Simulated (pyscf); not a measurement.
## Hydrogen abstraction: CH₃• + Cl–SiH₂–Cl -> CH₄ + Cl–SiH•–Cl

Gas phase, doublet surface, charge 0. Bonds broken: Si2–H8. Bonds formed: C1–H8. Single points on ωB97X-D3(BJ)/def2-SVP structures (PySCF, gas phase).

Transition state (Å):

```xyz
9

C      0.6690     0.7311    -0.6469
Si    -0.1117    -0.8807     1.9762
Cl     1.6608    -1.6055     2.7374
Cl    -1.2688    -2.4621     1.3379
H      0.2193     0.0618    -1.3878
H      1.7600     0.6926    -0.5606
H      0.2100     1.7205    -0.5472
H      0.2307     0.0201     0.7074
H     -0.8375    -0.1946     3.0757
```

One imaginary mode, 957i cm⁻¹; descent along it reached the two sides named.

```tsv
bond	change	reactant side (Å)	saddle	product side
Si2–H8	breaks	1.478	1.593	3.7
C1–H8	forms	3.1	1.591	1.100
```

Electronic energies relative to the separated reactants (kcal/mol):

```tsv
level	barrier	reaction energy	reverse barrier
ωB97X-D3(BJ)/def2-TZVP	5.7	-16.5	22.2
PBE/def2-TZVP	0.4	-21.1	21.6
r²SCAN/def2-TZVP	4.3	-16.6	20.9
B3LYP-D3(BJ)/def2-TZVP	3.7	-17.4	21.0
PBE0-D3(BJ)/def2-TZVP	2.9	-18.3	21.2
M06-2X/def2-TZVP	6.9	-18.6	25.4
ωB97M-D3(BJ)/def2-TZVP	6.7	-15.9	22.7
HF/def2-TZVP	19.6	-8.0	27.6
```

With ωB97M-D3(BJ)/def2-TZVP energies and thermal terms (ideal gas, 1 atm, RRHO with modes under 100 cm⁻¹ raised to 100, one conformer, R ln 2 for chiral ones without a mode under 150 cm⁻¹), in kcal/mol:

| T (K) | ΔH‡ | ΔG‡ | ΔH | ΔG |
|---|---|---|---|---|
| 298 | 6.4 | 14.9 | -12.6 | -12.7 |
| 600 | 6.8 | 23.4 | -13.3 | -12.5 |
| 900 | 7.5 | 31.6 | -13.9 | -11.9 |
| 1200 | 8.2 | 39.5 | -14.3 | -11.2 |

One saddle was located; it need not be the lowest between these sides. The angle at the transferred H is 172°.
